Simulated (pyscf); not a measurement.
PySCF, gas phase, ωB97X-D3(BJ)/def2-SVP geometries.

### Question
For the elementary gas-phase step PH₃ (SMILES P) + SiH₄ (SMILES [SiH4]) → H₃Si–PH₂ (SMILES [SiH3]P) + H₂ (SMILES [H][H]) (singlet surface; H–P, H–Si broken, P–Si, H–H formed), what barrier and reaction energy does ωB97M-D3(BJ)/def2-TZVP give, measured from the separated reactants?

### Answer
ΔE‡ = 70.6 kcal/mol, ΔE = +1.4 kcal/mol. Zero-point energy shifts the barrier by +0.9 kcal/mol. It is a four-centre exchange, with an imaginary mode of 1411i cm⁻¹. This is the saddle that the search found; another between the same sides may lie lower.
